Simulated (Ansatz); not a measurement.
PH4: how the vertical ionisation to the singlet moves with the basis

PH4, doublet; coordinates (Å): P 0.046 0.000 0.000; H 0.162 0.000 -1.515; H -0.863 1.078 0.000; H -0.863 -1.078 0.000; H 0.162 0.000 1.515. Quantity: vertical ionisation to the singlet.

Ansatz 0.2.0, basis 6-31G or cc-pVDZ; geometries are PBE0/def2-TZVP minima. Wave-function levels freeze the cores; HF, MP2 and coupled cluster are restricted for singlets and unrestricted otherwise, Kohn–Sham unrestricted where that lies lower. The reference is CCSDT(Q) or full CI (coupled cluster only where its series has nearly closed). Semilocal and hybrid functionals correlate all electrons outside any core potential and usually lie nearer their basis limit than the reference, so part of their error here is the reference's basis and frozen-core error; RPA and the MP2 part of double hybrids freeze the same cores as the reference. None of these values is a measured one. Energies are electronic, without zero-point terms. No spin–orbit coupling and no scalar relativity. The species are chosen: bound, without strong static correlation by their natural occupations or amplitudes, in their lowest spin state as far as vertical gaps and like structures tell, with only the lowest ion state computed, and with a ladder that closes on the reference, so errors are smaller than for species at large; levels whose determinant breaks symmetry or spin markedly are left out.

| level | 6-31G (eV) | cc-pVDZ (eV) |
| --- | --- | --- |
| reference | 6.630 (full CI) | 7.253 (CCSDT(Q)) |
| MP2 | 6.749 | 7.263 |
| CCSD | 6.627 | 7.262 |
| CCSD(T) | 6.628 | 7.254 |
| CCSDT | 6.630 | 7.254 |
| PBE | 7.178 | 7.496 |
| PBE0 | 7.280 | 7.594 |
| B3LYP | 7.341 | 7.625 |

From 6-31G to cc-pVDZ the reference moves by 0.623 eV and PBE by 0.318; the step from CCSD(T) to the reference is 0.002 in the first and -0.001 in the last.
